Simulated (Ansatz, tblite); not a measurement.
## How well does each level of theory give the TA phonon frequency at L of diamond?

Reference value: 550 cm⁻¹ (measured, temperature not stated, no zero-point or thermal correction, our sources range from 547 to 564; as tabulated in arXiv:cond-mat/0412643).

| level (code) | value (cm⁻¹) | cell (Å³/atom) |
|---|---|---|
| GFN1-xTB (tblite) | 527 | 5.57 |
| LDA (Ansatz) | 551 | 5.51 |
| PBE (Ansatz) | … | 5.70 |
| r²SCAN (Ansatz) | 561 | 5.64 |
| PBE0 (Ansatz) | 564 | 5.57 |

Question: Some entries are withheld; supply them.

Answer: 
- PBE (Ansatz, a program for electronic structure), value (cm⁻¹): 546

Differences against the reference: GFN1-xTB -4.2 %, LDA +0.2 %, PBE -0.7 %, r²SCAN +2.0 %, PBE0 +2.5 %.

Any of these levels can be the nearest once the reference is moved by up to 3.0 % (a margin picked here for doubts on the reference and the settings, and for temperature and zero-point motion) and values within 1.0 % count as equal. Within 10 %: GFN1-xTB, LDA, PBE, r²SCAN, PBE0.

The measured value isn't corrected to a static lattice, so vibrations enter the comparison.  GFN1-xTB: the method was fitted mainly to molecules. GFN1-xTB: the run uses a supercell at the zone centre in place of a k mesh. Each level is taken at its own relaxed cell. Cutoffs and k meshes differ between the levels. Ansatz's density-functional and Hartree–Fock values are scalar-relativistic unless marked +SOC, with PAW data made under PBE.

Differences are worked out from the printed values.
